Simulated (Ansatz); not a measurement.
# ClFH2Si: molecular dynamics

Purpose: to follow the molecule's vibrations and see whether its bonds hold. The start is relaxed first. Runs: 300 steps of 0.5 fs at constant energy, with velocities drawn for 500 K. SMILES of the start: F[SiH2]Cl.

Program: Ansatz 0.2.0. Level of theory: RKS PBE-D4/def2-SVP. These are calculated values, not measurements.

### Step 1. The structure to begin with

Bond lengths: Si1–F2 1.590 Å, Si1–H3 1.460 Å, Si1–Cl4 2.128 Å, Si1–H5 1.459 Å. Angles: F2–Si1–H3 109.5°, F2–Si1–Cl4 109.5°, F2–Si1–H5 109.5°, H3–Si1–Cl4 109.5°, H3–Si1–H5 109.5°, Cl4–Si1–H5 109.5°.

Structure file:

```xyz
5

Si    0.0000    0.0000    0.0000
F     0.0000    0.0000    1.5900
H     1.3768    0.0000   -0.4862
Cl   -1.0032    1.7381   -0.7093
H    -0.6877   -1.1914   -0.4862
```

### Step 2. Preparing the start

input.yaml reads:

```yaml
crystal:
  periodic: [false, false, false]
  atoms:
    - { symbol: Si, position_ang: [0.0, 0.0, 0.0] }
    - { symbol: F, position_ang: [0.0, 0.0, 1.59] }
    - { symbol: H, position_ang: [1.3768, 0.0, -0.4862] }
    - { symbol: Cl, position_ang: [-1.0032, 1.7381, -0.7093] }
    - { symbol: H, position_ang: [-0.6877, -1.1914, -0.4862] }
basis:
  gaussian: { orbitals: def2-SVP }
hamiltonian:
  xc: pbe
  dispersion: d4
relax:
  f_tol: 0.02
  max_steps: 40
```

Started as:

```
> ansatz run input.yaml --threads 1 --pin off --max-ram 2048MiB --backend cpu --events-out ev --progress --plain --runs-dir out
```

After this run come: Dynamics.

**Question.** What will these runs give? Wanted: relaxation of the start; temperature, first and last step; temperature, second half; potential energy, second half; largest change of the total energy; bonds formed or broken.

As calculated:

```
                          quantity                          value
           relaxation of the start        4 moves, 0.096 eV lower
                            length            300 steps of 0.5 fs
  temperature, first and last step                  500 and 356 K
          temperature, second half  mean 252 K, from 112 to 390 K
     potential energy, second half    +19 meV/atom from the start
largest change of the total energy                  0.10 meV/atom
            bonds formed or broken                              0
```

**Reading.** The temperature starts at 500 K and averages 252 K in the second half, where it ranges from 112 to 390 K; a mean near half the start is what vibrations about a minimum give, since they share energy equally between motion and strain. The total energy strays from its start by at most 0.10 meV/atom, 0.5 % of the mean kinetic energy, which is good for a step of 0.5 fs. The bonds all hold. Averages from a run of 150 fs with 5 atoms are rough. The nuclei move classically, without zero-point motion, which matters most for hydrogen.
